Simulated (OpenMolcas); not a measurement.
# AlF2 (SMILES [F][Al][F]): a chain of runs

Wanted: the energy (ROHF/STO-3G), then a single-point energy (CASSCF(3,3)/STO-3G), then the energy (CASPT2(3,3)/STO-3G), then the energy (SC-NEVPT2(3,3)/STO-3G), then the energy (MRCI(3,3)/STO-3G) of AlF2. 

Program for the calculation: OpenMolcas 26.06.

## Step 1: The structure to begin with

AlF2: 3 atoms, total charge 0, spin state doublet. As SMILES, `[F][Al][F]`. The F1–Al2 distance was set to 3.293 Å, away from the relaxed value. At this shape a bond of the SMILES string is far longer than usual.

Bond lengths: Al2–F3 1.647 Å.

## Step 2: A single-point energy at ROHF/STO-3G (run 1)

File step1.inp:

```
&GATEWAY
BasLib = $CurrDir
Coord
3
bohr
F      1.27991150    -5.66502854     0.05215644
Al     0.73453654     0.52043057     0.46336085
F     -1.76216961     1.92941037    -0.74606387
Basis = STO-3G
Group = NoSym
&SEWARD
&SCF
UHF
Spin = 2
Scramble = 0.25
PrOrbitals = 1 1
&RASSCF
FileOrb = $Project.UnaOrb
Spin = 2
Nactel = 1 0 0
Inactive = 15
Ras2 = 1
OutOrbitals = Canonical
OrbListing = Nothing
```

The basis set STO-3G is read from a file made from the Basis Set Exchange's data (not shown).

Launch:

```console
$ export MOLCAS_MEM=1860
$ pymolcas step1.inp > step1.log
```

The log of the run, cut to the lines that bear on the results:

```text
--- Start Module: gateway ---
[...]
--- Stop Module: gateway /rc=_RC_ALL_IS_WELL_ ---
[...]
      Basis functions           19
[...]
--- Start Module: scf ---
[...]
       Convergence after  34 Iterations
[...]
::    Total SCF energy                               -435.0287824462
[...]
      Total spin, S                                     0.5000086451
[...]
--- Stop Module: scf /rc=_RC_ALL_IS_WELL_ ---
[...]
--- Start Module: rasscf ---
[...]
      Number of active orbitals                  1
[...]
      Spin quantum number                      0.5
[...]
      Active orbitals                            1
[...]
      Number of CSFs                             1
[...]
      Number of root(s) required                 1
[...]
      Convergence after  5 iterations
[...]
      printout of CI-coefficients larger than  0.05 for root  1
      energy=    -435.028780
      conf/sym  1     Coeff  Weight
             1  u   1.00000 1.00000
      Natural orbitals and occupation numbers for root  1
      sym 1:   1.000000
      ************************************************************************************************************************
      *                                                    Final results                                                     *
[...]
::    RASSCF root number  1 Total energy:   -435.02878033
[...]
      Total electronic charge=   31.000000
      Total            charge=   -0.000000
[...]
      Dipole Moment (debye):
      Origin of the operator (angstrom)=    0.0868   -0.4636   -0.0055
                   X=  1.0252E+00               Y= -5.9245E-01               Z=  4.9547E-01           Total=  1.2835E+00
      Quadrupole Moment (debye*angstrom):
[...]
--- Stop Module: rasscf /rc=_RC_ALL_IS_WELL_ ---
[...]
```

Wall time 4.8 s (1 thread of AMD EPYC 7R43 (Zen 3), shared host); peak memory 0.37 GiB.

## Step 3: The energy at CASSCF(3,3)/STO-3G (run 2)

File step2.inp:

```
>>> EXPORT MOLCAS_PRINT=2

&GATEWAY
  BasLib = $CurrDir
  Coord
  3
  bohr
  F      1.27991150    -5.66502854     0.05215644
  Al     0.73453654     0.52043057     0.46336085
  F     -1.76216961     1.92941037    -0.74606387
  Basis = STO-3G
  Group = NoSym

&SEWARD

&RASSCF
  FileOrb = $CurrDir/step1.RasOrb
  Spin = 2
  Nactel = 3 0 0
  Inactive = 14
  Ras2 = 3
  OrbListing = Nothing
  OrbAppear = Compact
```

The basis set STO-3G is read from a file made from the Basis Set Exchange's data (not shown).

Launch:

```console
$ export MOLCAS_MEM=1860
$ pymolcas step2.inp > step2.log
```

The log of the run, cut to the lines that bear on the results:

```text
--- Start Module: gateway ---
[...]
--- Stop Module: gateway /rc=_RC_ALL_IS_WELL_ ---
--- Start Module: seward ---
[...]
      Basis functions           19
--- Stop Module: seward /rc=_RC_ALL_IS_WELL_ ---
[...]
--- Start Module: rasscf ---
[...]
      Number of active orbitals                  3
[...]
      Spin quantum number                      0.5
[...]
      Active orbitals                            3
[...]
      Number of CSFs                             8
[...]
      Number of root(s) required                 1
[...]
      Convergence after  9 iterations
[...]
      printout of CI-coefficients larger than  0.05 for root  1
      energy=    -435.040879
      conf/sym  111     Coeff  Weight
             1  2u0   0.99032 0.98074
             8  0u2   0.13872 0.01924
      Natural orbitals and occupation numbers for root  1
      sym 1:   1.961493   0.999980   0.038527
      ************************************************************************************************************************
      *                                                    Final results                                                     *
[...]
::    RASSCF root number  1 Total energy:   -435.04087903
[...]
      Total electronic charge=   31.000000
      Total            charge=   -0.000000
[...]
      Dipole Moment (debye):
      Origin of the operator (angstrom)=    0.0868   -0.4636   -0.0055
                   X=  1.1297E+00               Y= -6.5235E-01               Z=  5.4597E-01           Total=  1.4142E+00
      Quadrupole Moment (debye*angstrom):
[...]
--- Stop Module: rasscf /rc=_RC_ALL_IS_WELL_ ---
[...]
```

Run time: 3 s. Hardware: 1 thread of AMD EPYC 7R43 (Zen 3), shared host; peak memory 0.37 GiB.

## Step 4: A single-point energy at CASPT2(3,3)/STO-3G (run 3)

File step3.input:

```
* AlF2 CASPT2

&GATEWAY
 BASLIB = $CurrDir
 COORD
 3
 bohr
 F      1.27991150    -5.66502854     0.05215644
 Al     0.73453654     0.52043057     0.46336085
 F     -1.76216961     1.92941037    -0.74606387
 BASIS = STO-3G
 GROUP = NoSym

&SEWARD

&RASSCF
 FILEORB = $CurrDir/step2.RasOrb
 SPIN = 2
 NACTEL = 3 0 0
 INACTIVE = 14
 RAS2 = 3
 ORBLISTING = Nothing
 ORBAPPEAR = Compact

&CASPT2
 IMAGINARY = 0.1
 FROZEN = 7
```

The basis set STO-3G is read from a file made from the Basis Set Exchange's data (not shown).

Launch:

```console
$ export MOLCAS_MEM=1860
$ pymolcas step3.input > step3.log
```

The log of the run, cut to the lines that bear on the results:

```text
--- Start Module: gateway ---
[...]
--- Stop Module: gateway /rc=_RC_ALL_IS_WELL_ ---
[...]
      Basis functions           19
[...]
--- Start Module: rasscf ---
[...]
      Number of active orbitals                  3
[...]
      Spin quantum number                      0.5
[...]
      Active orbitals                            3
[...]
      Number of CSFs                             8
[...]
      Number of root(s) required                 1
[...]
      Convergence after  4 iterations
[...]
      printout of CI-coefficients larger than  0.05 for root  1
      energy=    -435.040879
      conf/sym  111     Coeff  Weight
             1  2u0   0.99032 0.98073
             8  0u2   0.13872 0.01924
      Natural orbitals and occupation numbers for root  1
      sym 1:   1.961490   0.999980   0.038530
      ************************************************************************************************************************
      *                                                    Final results                                                     *
[...]
::    RASSCF root number  1 Total energy:   -435.04087905
[...]
      Total electronic charge=   31.000000
      Total            charge=   -0.000000
[...]
      Dipole Moment (debye):
      Origin of the operator (angstrom)=    0.0868   -0.4636   -0.0055
                   X=  1.1298E+00               Y= -6.5242E-01               Z=  5.4602E-01           Total=  1.4143E+00
      Quadrupole Moment (debye*angstrom):
[...]
--- Stop Module: rasscf /rc=_RC_ALL_IS_WELL_ ---
--- Start Module: caspt2 ---
[...]
 ###    WARNING: User changed nr of frozen orbitals.                         ###
 ###############################################################################
[...]
      E2 (Variational):          -0.0354477358
      Total energy:            -435.0763267850
[...]
      Reference weight:           0.97957
[...]
::    CASPT2 Root  1     Total energy:   -435.07632678
[...]
--- Stop Module: caspt2 /rc=_RC_ALL_IS_WELL_ ---
[...]
```

Run time: 3 s. Hardware: 1 thread of AMD EPYC 7R43 (Zen 3), shared host; peak memory 0.37 GiB.

## Step 5: A single-point energy at SC-NEVPT2(3,3)/STO-3G (run 4)

File step4.inp:

```
&GATEWAY
  BasLib=$CurrDir
  Coord
  3
  bohr
  F      1.27991150    -5.66502854     0.05215644
  Al     0.73453654     0.52043057     0.46336085
  F     -1.76216961     1.92941037    -0.74606387
  Basis=STO-3G
  Group=NoSym

&SEWARD

&RASSCF
  FileOrb=$CurrDir/step2.RasOrb
  Spin=2
  Nactel=3 0 0
  Inactive=14
  Ras2=3
  OrbListing=Nothing
  OrbAppear=Compact

&CASPT2
  SC-NEVPT2
  Frozen=7
```

The basis set STO-3G is read from a file made from the Basis Set Exchange's data (not shown).

Launch:

```console
$ export MOLCAS_MEM=1860
$ pymolcas step4.inp > step4.log
```

The log of the run, cut to the lines that bear on the results:

```text
--- Start Module: gateway ---
[...]
--- Stop Module: gateway /rc=_RC_ALL_IS_WELL_ ---
[...]
      Basis functions           19
[...]
--- Start Module: rasscf ---
[...]
      Number of active orbitals                  3
[...]
      Spin quantum number                      0.5
[...]
      Active orbitals                            3
[...]
      Number of CSFs                             8
[...]
      Number of root(s) required                 1
[...]
      Convergence after  4 iterations
[...]
      printout of CI-coefficients larger than  0.05 for root  1
      energy=    -435.040879
      conf/sym  111     Coeff  Weight
             1  2u0   0.99032 0.98073
             8  0u2   0.13872 0.01924
      Natural orbitals and occupation numbers for root  1
      sym 1:   1.961490   0.999980   0.038530
      ************************************************************************************************************************
      *                                                    Final results                                                     *
[...]
::    RASSCF root number  1 Total energy:   -435.04087905
[...]
      Total electronic charge=   31.000000
      Total            charge=   -0.000000
[...]
      Dipole Moment (debye):
      Origin of the operator (angstrom)=    0.0868   -0.4636   -0.0055
                   X=  1.1298E+00               Y= -6.5242E-01               Z=  5.4602E-01           Total=  1.4143E+00
      Quadrupole Moment (debye*angstrom):
[...]
--- Stop Module: rasscf /rc=_RC_ALL_IS_WELL_ ---
[...]
--- Start Module: caspt2 ---
[...]
 ###    WARNING: User changed nr of frozen orbitals.                         ###
 ###############################################################################
[...]
      E2 (Variational):          -0.0329481948
[...]
      E2 (Variational):          -0.0329441109
      Total energy:            -435.0738231600
[...]
      Reference weight:           0.98237
[...]
::    SC-NEVPT2 Root  1     Total energy:   -435.07382316
[...]
--- Stop Module: caspt2 /rc=_RC_ALL_IS_WELL_ ---
[...]
```

Run time: 3.3 s. Hardware: 1 thread of AMD EPYC 7R43 (Zen 3), shared host; peak memory 0.37 GiB.

## Step 6: A single-point energy at MRCI(3,3)/STO-3G (run 5)

File step5.input:

```
&gateway
baslib = $CurrDir
coord
3
bohr
F      1.27991150    -5.66502854     0.05215644
Al     0.73453654     0.52043057     0.46336085
F     -1.76216961     1.92941037    -0.74606387
basis = STO-3G
group = NoSym
&seward
&rasscf
fileorb = $CurrDir/step2.RasOrb
spin = 2
nactel = 3 0 0
inactive = 14
ras2 = 3
orblisting = Nothing
orbappear = Compact
&motra
lumorb
frozen = 7
&guga
electrons = 17
spin = 2
inactive = 7
active = 3
ciall = 1
&mrci
sdci
```

The basis set STO-3G is read from a file made from the Basis Set Exchange's data (not shown).

Launch:

```console
$ export MOLCAS_MEM=1860
$ pymolcas step5.input > step5.log
```

The log of the run, cut to the lines that bear on the results:

```text
--- Start Module: gateway ---
[...]
--- Stop Module: gateway /rc=_RC_ALL_IS_WELL_ ---
[...]
      Basis functions           19
[...]
      Number of active orbitals                  3
[...]
      Spin quantum number                      0.5
[...]
      Active orbitals                            3
[...]
      Number of CSFs                             8
[...]
      Number of root(s) required                 1
[...]
      Convergence after  4 iterations
[...]
      printout of CI-coefficients larger than  0.05 for root  1
      energy=    -435.040879
      conf/sym  111     Coeff  Weight
             1  2u0   0.99032 0.98073
             8  0u2   0.13872 0.01924
      Natural orbitals and occupation numbers for root  1
      sym 1:   1.961490   0.999980   0.038530
      ************************************************************************************************************************
      *                                                    Final results                                                     *
[...]
::    RASSCF root number  1 Total energy:   -435.04087905
[...]
      Dipole Moment (debye):
      Origin of the operator (angstrom)=    0.0868   -0.4636   -0.0055
                   X=  1.1298E+00               Y= -6.5242E-01               Z=  5.4602E-01           Total=  1.4143E+00
      Quadrupole Moment (debye*angstrom):
[...]
      *** WARNING: Default frozen orbitals is overwritten by user input.
      *** Default values:   4
[...]
--- Start Module: guga ---
[...]
--- Stop Module: guga /rc=_RC_ALL_IS_WELL_ ---
--- Start Module: mrci ---
[...]
       (But an ACPF correction will be computed)
       USE THE DEFAULT ACPF G-VALUE GFAC=  0.11764705882352941
[...]
                      CI ENERGY:  -435.08504731
[...]
                ACPF CORRECTION:    -0.00180473
[...]
      Total electronic charge=   31.000000
      Total            charge=   -0.000000
[...]
     ACPF CORRECTION:     -0.00180473
[...]
  CI State   1     Total energy:   -435.08504731     QDav:     -0.00205657     QACPF:     -0.00180473
[...]
--- Stop Module: mrci /rc=_RC_ALL_IS_WELL_ ---
[...]
```

Run time: 3.9 s. Hardware: 1 thread of AMD EPYC 7R43 (Zen 3), shared host; peak memory 0.37 GiB.

## Step 7: Summary of results

| quantity | value |
| --- | --- |
| run 1, ROHF/STO-3G: total energy | -435.02878 Eh |
| run 1, ROHF/STO-3G: dipole moment | 1.28 D |
| run 2, CASSCF(3,3)/STO-3G: total energy | -435.04088 Eh |
| run 2, CASSCF(3,3)/STO-3G: dipole moment (CASSCF density) | 1.41 D |
| run 3, CASPT2(3,3)/STO-3G: total energy | -435.07633 Eh |
| run 3, CASPT2(3,3)/STO-3G: dipole moment (CASSCF density) | 1.41 D |
| run 4, SC-NEVPT2(3,3)/STO-3G: total energy | -435.07382 Eh |
| run 4, SC-NEVPT2(3,3)/STO-3G: dipole moment (CASSCF density) | 1.41 D |
| run 5, MRCI(3,3)/STO-3G: total energy | -435.08505 Eh |
| run 5, MRCI(3,3)/STO-3G: dipole moment (CASSCF density) | 1.41 D |

**Reading.** Mulliken charges (run 1, ROHF/STO-3G) run from -0.44 on F3 to +0.44 on Al2; they depend strongly on the basis. Mulliken charges (run 2, CASSCF(3,3)/STO-3G) run from -0.44 on F3 to +0.44 on Al2. Mulliken charges (run 4, SC-NEVPT2(3,3)/STO-3G) of the CASSCF density run from -0.44 on F3 to +0.44 on Al2; they depend strongly on the basis.
